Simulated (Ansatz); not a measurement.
Input file for Ansatz (a quantum-chemistry and plane-wave program): R-wB97X-V/def2-TZVPPD on CH2O2 (SMILES O=CO). Files ending in .json are basis or fitting sets from the Basis Set Exchange.

Ansatz 0.2 input:
```yaml
crystal:
  periodic: [false, false, false]
  atoms:
    - {symbol: C, position_ang: [-1.88889600, -0.17969200, 0.00000000]}
    - {symbol: O, position_ang: [-1.49328000, 1.07368900, 0.00000000]}
    - {symbol: O, position_ang: [-1.17043500, -1.16659000, 0.00000000]}
    - {symbol: H, position_ang: [-2.97948800, -0.25882900, 0.00000000]}
    - {symbol: H, position_ang: [-0.49883300, 1.10719500, 0.00000000]}
basis:
  gaussian:
    orbitals: def2-TZVPPD.json
hamiltonian:
  xc: {name: wB97X-V}
scf: {lower_state_search: off}
```

Task: Give the final energy of this run.

Result: -189.7824 hartree.
